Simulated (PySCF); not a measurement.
**One shape, several levels: ClF (chlorine monofluoride)**

Aim: a comparison of 6 runs (HF/STO-3G, HF/3-21G, HF/def2-SVP, B3LYP/6-31G*, MP2/def2-SVP, CCSD/pcseg-1) of ClF (chlorine monofluoride). 

Program for the calculation: PySCF 2.14.0.

## (1) The structure to begin with

ClF has 2 atoms, charge 0, and is taken as a singlet. SMILES: `FCl`. Geometry: relaxed at PBE0-D4/def2-TZVP.

Bond lengths: F1–Cl2 1.620 Å.

## (2) Energy and gradient at HF/STO-3G (run 1)

Input file calc.py:

```python
import pyscf.grad
from pyscf import gto, scf

system = gto.Mole()
system.atom = 'F -0.000000 -0.000000 0.031290; Cl 0.000000 0.000000 1.650960'
system.max_memory = 1860
system.verbose = 4
system.basis = 'sto-3g'
system.build()

mf = scf.RHF(system)
mf.conv_tol = 1e-10
mf.kernel()
if not mf.converged:
    mf = mf.newton().run(mf.mo_coeff, mf.mo_occ)

e_tot = mf.e_tot
print('E(%s) = %.9f' % ('HF', e_tot))
grad = mf.Gradients().kernel()
dip = mf.dip_moment()
pop, q = mf.mulliken_pop()
```

Launch:

```
OMP_NUM_THREADS=1 python calc.py
```

What it wrote:

```text
PySCF version 2.14.0

[... 48 lines left out ...]
converged SCF energy = -552.528979609237
[... 9 lines left out ...]
Dipole moment(X, Y, Z, Debye): -0.00000,  0.00000, -0.48615
[... 17 lines left out ...]
charge of    1Cl =      0.02857
```

It took 0.89 s on 1 thread of Arm Neoverse V1, shared host; peak memory 0.12 GiB.

## (3) Energy and gradient at HF/3-21G (run 2)

Input file calc.py:

```python
from pyscf import gto, scf

mol = gto.M(
    atom='F -0.000000 -0.000000 0.031290; Cl 0.000000 0.000000 1.650960',
    basis='3-21g',
    charge=0,
    max_memory=1860,
    verbose=3,
)

mf = scf.RHF(mol)
mf.conv_tol = 1e-10
mf.kernel()
if not mf.converged:
    mf = mf.newton().run(mf.mo_coeff, mf.mo_occ)

energy = mf.e_tot
print('Final energy', energy)
grad = mf.nuc_grad_method().kernel()
dip = mf.dip_moment()
pop, q = mf.mulliken_pop()
```

Launch:

```
OMP_NUM_THREADS=1 python calc.py
```

What it wrote:

```text
converged SCF energy = -556.102377746994
Final energy -556.1023777469936
--------------- RHF gradients ---------------
         x                y                z
0 F    -0.0000000000    -0.0000000000     0.0550134187
1 Cl     0.0000000000     0.0000000000    -0.0550134187
----------------------------------------------
Dipole moment(X, Y, Z, Debye):  0.00000,  0.00000,  1.16923
 ** Mulliken pop  **
pop of  0 F 1s            1.98512
pop of  0 F 2s            0.45550
pop of  0 F 3s            1.56210
pop of  0 F 2px           0.94123
pop of  0 F 2py           0.94123
pop of  0 F 2pz           0.53486
pop of  0 F 3px           1.05470
pop of  0 F 3py           1.05470
pop of  0 F 3pz           0.81229
pop of  1 Cl 1s           1.99876
pop of  1 Cl 2s           1.96304
pop of  1 Cl 3s           1.18508
pop of  1 Cl 4s           0.79234
pop of  1 Cl 2px          1.97417
pop of  1 Cl 2py          1.97417
pop of  1 Cl 2pz          1.95509
pop of  1 Cl 3px          1.17777
pop of  1 Cl 3py          1.17777
pop of  1 Cl 3pz          0.56810
pop of  1 Cl 4px          0.85213
pop of  1 Cl 4py          0.85213
pop of  1 Cl 4pz          0.18773
 ** Mulliken atomic charges  **
charge of    0F =     -0.34171
charge of    1Cl =      0.34171
```

Run time: 0.84 s. Hardware: 1 thread of Arm Neoverse V1, shared host; peak memory 0.12 GiB.

Runs 3 to 5 aren't shown in full; the table further down has their settings and results.

## (4) A single-point energy at CCSD/pcseg-1 (run 6)

Input file input.xyz:

```xyz
2

F      0.000000     0.000000     0.031290
Cl     0.000000     0.000000     1.650960
```

Input file run.py:

```python
from pyscf import gto, cc

mol = gto.M(
    atom='input.xyz',
    basis='pcseg-1',
    verbose=4,
    max_memory=1860,
    charge=0,
)

mf = mol.RHF()
mf.conv_tol = 1e-10
mf.kernel()
if not mf.converged:
    mf = mf.newton().run(mf.mo_coeff, mf.mo_occ)

mycc = cc.CCSD(mf, frozen=6)
mycc.kernel()
e_tot = mycc.e_tot
print('Final energy', e_tot)
mf.analyze()
```

Launch:

```
OMP_NUM_THREADS=1 python run.py
```

What it wrote:

```text
PySCF version 2.14.0

[... 67 lines left out ...]
Init t2, MP2 energy = -559.095685302219  E_corr(MP2) -0.32160768812377
[... 20 lines left out ...]
DFT Exchange-Correlation Energy =      -37.534149569699935
[... 9 lines left out ...]
MO #8   energy= -1.10599878902242  occ= 2
[... 7 lines left out ...]
MO #16  energy= 0.504008655706767  occ= 0
[... 7 lines left out ...]
MO #24  energy= 1.37295978960978   occ= 0
[... 7 lines left out ...]
MO #32  energy= 3.24733875366796   occ= 0
[... 37 lines left out ...]
Dipole moment(X, Y, Z, Debye): -0.00000,  0.00000,  1.38105
```

Wall time 1.1 s (1 thread of Arm Neoverse V1, shared host); peak memory 0.12 GiB.

## (5) All runs side by side

```tsv
run	level	integration grid	frozen core orbitals	energy (Eh)	dipole moment (D) of the reference	HOMO energy (eV)	LUMO energy (eV)	wall time
1	HF/STO-3G	–	–	-552.528980	0.49	-11.22	7.22	0.89 s
2	HF/3-21G	–	–	-556.102378	1.17	-13.29	2.62	0.84 s
3	HF/def2-SVP	–	–	-558.606615	1.47	-13.32	2.39	0.95 s
4	B3LYP/6-31G* (spherical functions)	5	–	-559.937179	0.89	-8.80	-2.81	3.9 s
5	MP2/def2-SVP	–	6	-558.930819	1.47	-13.32	2.39	1.1 s
6	CCSD/pcseg-1	–	6	-559.109264	1.38	-13.48	1.74	1.1 s
```

## (6) Results

```
                                          quantity          value
                               run 6: total energy  -559.10926 Eh
       run 6: dipole moment (Hartree–Fock density)         1.38 D
        run 6: HOMO energy (Hartree–Fock orbitals)      -13.48 eV
        run 6: LUMO energy (Hartree–Fock orbitals)        1.74 eV
      run 6: HOMO–LUMO gap (Hartree–Fock orbitals)       15.22 eV
run 6: correlation energy (6 core orbitals frozen)     -335.2 mEh
                              run 6: T1 diagnostic          0.010
```

In words: Over runs 1, 2, 3, 4 the dipole moment (its size) runs from 0.49 D (HF/STO-3G) to 1.47 D (HF/def2-SVP). The two dipoles point in opposite directions. Over runs 1, 2, 3, 4 the HOMO–LUMO gap runs from 5.98 eV (B3LYP/6-31G*) to 18.45 eV (HF/STO-3G). The two ends differ in method and basis. In run 1 the basis is minimal, so the values are rough. All runs together took 8.7 s, the longest 3.9 s.
